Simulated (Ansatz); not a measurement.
# Dy (Dy, hcp): the cost of one run

Program: Ansatz 0.2.0. Level of theory: DFT, BLYP, plane waves (420 eV) with PAW, scalar-relativistic. These are calculated values, not measurements.

## Step 1: The system as given

It takes space group P6_3/mmc (No. 194, hexagonal). The conventional cell has a = 3.721 Å, b = 3.721 Å, c = 6.073 Å, α = 90.00°, β = 90.00°, γ = 120.00°. Dy (site symmetry -6m2) is surrounded by 12 Dy at 3.72 Å.

Structure file:

```cif
data_structure
_symmetry_space_group_name_H-M 'P 1'
_symmetry_Int_Tables_number 1
_cell_length_a 3.7214
_cell_length_b 3.7214
_cell_length_c 6.0728
_cell_angle_alpha 90.000
_cell_angle_beta 90.000
_cell_angle_gamma 120.000
_cell_volume 72.84
loop_
_atom_site_label
_atom_site_type_symbol
_atom_site_fract_x
_atom_site_fract_y
_atom_site_fract_z
_atom_site_occupancy
Dy1 Dy 0.33333 0.66667 0.25000 1
Dy2 Dy 0.66667 0.33333 0.75000 1
```

## Step 2: Volume x 1.0

File input.yaml:

```yaml
crystal:
  lattice:
    - [3.7214443567, 0.0, 0.0]
    - [-1.8607221783, 3.2228653517, 0.0]
    - [0.0, 0.0, 6.0727762877]
  atoms:
    - { symbol: Dy, position: [0.3333333333, 0.6666666667, 0.25], spin: 4.579 }
    - { symbol: Dy, position: [0.6666666667, 0.3333333333, 0.75], spin: 4.579 }
hamiltonian:
  xc: blyp
  pseudopotentials:
    kind: paw
    azcp:
      Dy: "pseudopotentials/Dy.paw.azcp"
basis:
  ecutwfc: 420
  fft_grid_basis: typed
kpoints:
  mp_grid: { grid: [13, 13, 7], shift: [0, 0, 0] }
magnetization:
  spin_polarized: true
scf:
  occupations: { method: fermi_dirac, width: 0.05 }
output:
  stress: true
```

Q: Estimate wall time and peak memory on 4 threads of an Arm CPU, shared host.

About 3.2 min, with a peak of 1.2 GiB.
